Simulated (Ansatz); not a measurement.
Input file:

```yaml
crystal:
  periodic: [false, false, false]
  atoms:
    - {symbol: F, position_ang: [0.000000, 0.000000, 0.000000]}
    - {symbol: Mg, position_ang: [0.000000, 0.000000, 1.896000]}
basis:
  gaussian: {orbitals: STO-3G}
total_charge: 1
hamiltonian: {pseudopotentials: {relativity: scalar}}
correlation: {method: fic_mrcisd_q, electrons: valence, active_space: {window: {electrons: 14, orbitals: 7}}}
scf: {lower_state_search: off}
```

```sh
$ ansatz run in.yaml --threads 1 --pin off --events-out ev --progress --plain --max-ram 2393MiB
```

Problem. Roughly how long does this take on 1 thread of AMD EPYC 7B13, shared host, and how much host memory?

Solution. 0.7 s wall and 0.14 GiB.

```
these checks for a lower state are left out or cut short: stability, starts, cluster_reference, orbital_swaps, neighbouring_geometries, increment
152 factors; integrals over basis functions are off by at most 2.9e-4 eV
mean field evaluation 1: about -8029.4722 eV, gradient 2.7e1 eV
mean field evaluation 2: about -8029.4771 eV, gradient 2.7e1 eV
mean field evaluation 4: about -8034.8342 eV, gradient 3.0e0 eV
mean field evaluation 8: about -8034.8946 eV, gradient 1.5e-3 eV
mean field -8034.89459604 eV, -295.2769301574 hartree, gradient 6.1e-6 eV, S^2 0.000000; 0 other end points of the search recorded, 0 dependent functions left out
reference -8034.89459604 eV, -295.2769301574 hartree; 10, 10 occupied and 4, 4 virtual orbitals, 152 factors
state -8034.89459604 eV, -295.2769301574 hartree
contracted CI cycle   1: correlation 0.00000000 eV, 0.0000000000 hartree, residual 1.06e1 eV
contracted CI cycle   2: correlation -1.56271829 eV, -0.0574288377 hartree, residual 3.56e0 eV
contracted CI cycle   3: correlation -1.89488795 eV, -0.0696358479 hartree, residual 1.63e0 eV
contracted CI cycle   4: correlation -1.95054860 eV, -0.0716813387 hartree, residual 7.58e-1 eV
contracted CI cycle   5: correlation -1.96296414 eV, -0.0721376016 hartree, residual 3.77e-1 eV
contracted CI cycle   6: correlation -1.96593841 eV, -0.0722469041 hartree, residual 9.87e-2 eV
contracted CI cycle   7: correlation -1.96622086 eV, -0.0722572839 hartree, residual 4.29e-2 eV
contracted CI cycle   8: correlation -1.96625771 eV, -0.0722586382 hartree, residual 1.58e-2 eV
contracted CI cycle   9: correlation -1.96626133 eV, -0.0722587711 hartree, residual 4.83e-3 eV
contracted CI cycle  10: correlation -1.96626160 eV, -0.0722587811 hartree, residual 7.09e-4 eV
state -8034.89459604 eV, -295.2769301574 hartree; corrected -8037.05640228 eV, -295.3563750713 hartree
WARN: 7 active orbitals are nearly empty or full. The corrections depend on them more than the energy does, and are more stable in an active space without them
Total energy: -8037.05640228 eV, -295.3563750713 hartree
Relativity: scalar
Checks for a lower state left out: stability, starts, cluster_reference, orbital_swaps, neighbouring_geometries, increment
```

The active space holds one configuration alone, so it describes no static correlation.

Natural occupations: 2.0000 2.0000 2.0000 2.0000 2.0000 2.0000 2.0000.
